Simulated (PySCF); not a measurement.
Relaxation of triplet S2H2

Level of theory: UPBE0/[S def2-TZVP, H def2-TZVP], no relativity, density fitting, PySCF. A (50,194) grid was used.

A start displaced from a saddle point along its imaginary mode, of C2v symmetry, held to at least that symmetry:

```xyz
4
charge 0 multiplicity 3, angstrom
S    -0.0038   -0.0002    1.2676
S    -0.0038   -0.0002   -1.2676
H     0.1198    0.0077    2.6291
H     0.1198    0.0077   -2.6291
```

Task: What does it relax to?

Result: It ends at C2v with S–H 1.342 Å (×2), S–S 2.517 Å; H–S–S 89.5° (×2). A frequency run shows a minimum.

Task: How much energy is released, and in how many steps?

Result: 88.8 kJ/mol in 18 steps.

At this level a singlet minimum of C2 symmetry lies 218 kJ/mol below this structure.

The relaxation took 18 s on 4 threads of a shared Arm Neoverse V1 host, with 86 basis functions and 19 gradients; the process peaked at 1 GiB.
